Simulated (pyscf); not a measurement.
# Addition across a multiple bond or ene-type step: HAl=PH + silane (SiH₄) → H₃Si–AlH–PH₂

Gas phase, singlet surface, charge 0. Bonds broken: H3–Si7. Bonds formed: P1–H3, Al2–Si7. Optimised with ωB97X-D3(BJ)/def2-SVP in PySCF. Correlated levels are frozen-core, on RHF or UHF. ΔMP2 is the change of the MP2 total energy from the triple- to the quadruple-zeta basis.

Transition state (Å):

```xyz
9

P      0.7952    -0.8819    -1.6420
Al    -0.8750     0.5273    -1.7563
H      0.1660     0.7435    -0.4084
H      0.4074    -1.2160    -0.3110
H     -2.5961     1.1224     0.7791
H     -1.5003     1.6946    -2.6134
Si    -1.1117     1.3112     0.7241
H     -0.8143     2.7654     0.8437
H     -0.4919     0.5425     1.8374
```

One imaginary mode, 1069i cm⁻¹; descent along it reached the two sides named, in the forms told below.

| bond | change | reactant side (Å) | saddle | product side |
|---|---|---|---|---|
| H3–Si7 | breaks | 1.512 | 1.799 | 5.0 |
| P1–H3 | forms | 3.4 | 2.135 | 1.424 |
| Al2–Si7 | forms | 3.3 | 2.6 | 2.439 |

Electronic energies relative to the separated reactants (kJ/mol):

| level | barrier | reaction energy | reverse barrier |
|---|---|---|---|
| ωB97X-D3(BJ)/def2-TZVP | 68.9 | -171.8 | 240.7 |
| PBE/def2-TZVP | 38.3 | -144.5 | 182.7 |
| r²SCAN/def2-TZVP | 44.2 | -149.7 | 193.9 |
| B3LYP-D3(BJ)/def2-TZVP | 63.4 | -146.0 | 209.4 |
| PBE0-D3(BJ)/def2-TZVP | 45.4 | -161.1 | 206.5 |
| M06-2X/def2-TZVP | 74.8 | -140.8 | 215.7 |
| ωB97M-D3(BJ)/def2-TZVP | 81.1 | -142.8 | 223.9 |
| HF/def2-TZVP | 154.8 | -147.9 | 302.6 |
| MP2/def2-QZVPP | 70.8 | -139.1 | 209.9 |
| CCSD/def2-TZVPP | 89.4 | -147.8 | 237.2 |
| CCSD(T)/def2-TZVPP | 74.2 | -144.2 | 218.3 |
| CCSD(T)/def2-TZVPP + ΔMP2(QZVPP) | 70.7 | -144.7 | 215.4 |

With CCSD(T)/def2-TZVPP + ΔMP2(QZVPP) energies and thermal terms (ideal gas, 1 atm, RRHO with modes under 100 cm⁻¹ raised to 100, one conformer, R ln 2 for chiral ones without a mode under 150 cm⁻¹), in kJ/mol:

| T (K) | ΔH‡ | ΔG‡ | ΔH | ΔG |
|---|---|---|---|---|
| 298 | 71.1 | 111.3 | -136.8 | -100.9 |
| 600 | 73.1 | 151.4 | -132.7 | -65.9 |
| 900 | 75.9 | 190.0 | -128.1 | -33.5 |
| 1200 | 78.8 | 227.6 | -123.4 | -2.7 |

On the reactant side the descent ends in a complex, 24.3 kJ/mol under the separated species and 93.2 kJ/mol under the saddle at ωB97X-D3(BJ)/def2-TZVP. At the saddle there is also a short Al–H contact that neither side keeps. HAl=PH lies 54.2 kJ/mol over its isomer Al–PH₂ [singlet] (electronic energy, ωB97M-D3(BJ)). This is the saddle that the search found; another between the same sides may lie lower. The CCSD(T) − MP2 part came from Ansatz, without density fitting, on the same reference.
